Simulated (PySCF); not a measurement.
All values below come from PBE0-D4/def2-TZVP run with PySCF 2.14.0. All species are isolated molecules in the gas phase. Excitations are Tamm–Dancoff values on a coarser integration grid. The basis has no diffuse functions, so Rydberg states are missing or too high.

Reference species (SMILES): `[SiH3][Al]([F])[SiH3]` (neutral, multiplicity 1).

```json
{
 "LUMO": "-2.11 eV",
 "T1 excitation (TDA)": "3.27 eV",
 "HOMO": "-7.33 eV",
 "S1 oscillator strength": "0.000"
}
```

After one change: the LUMO increases by 0.62 eV; the T1 excitation (TDA) rises by 4.97 eV; the HOMO decreases by 4.39 eV; the S1 oscillator strength stays essentially unchanged.

Q: Name the change that produced these shifts. The new species is one of these.
A. `[F][Al]([F])[F]`
B. `[F][Al]([F])[SiH3]`
C. `[SiH3][Al]([SiH3])[SiH3]`

A: A, `[F][Al]([F])[F]`
